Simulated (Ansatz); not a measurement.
Consider W in the bcc (W type) structure (space group Im-3m, No. 229; a = 3.169 Å).

Calculations: Ansatz (an electronic-structure program) r2SCAN, without spin-orbit coupling.

Now apply this change: Ta takes the place of W on all its sites, then cell and atoms are relaxed.

Measured lattice parameter a: W 3.16 Å (static lattice; corrected from measurement; as listed in Daniel Mejia-Rodriguez, S. B. Trickey, Phys. Rev. B (2018)); Ta 3.299 Å (static lattice; corrected from measurement; as listed in Daniel Mejia-Rodriguez, S. B. Trickey, Phys. Rev. B (2018)).

Task: How well does r2SCAN reproduce the measured shift?

Result: With r2SCAN the lattice parameter a moves by +0.136 Å (3.169 → 3.305) against +0.139 Å measured.

Stability against distortions was not tested. The final runs are not spin-polarised.
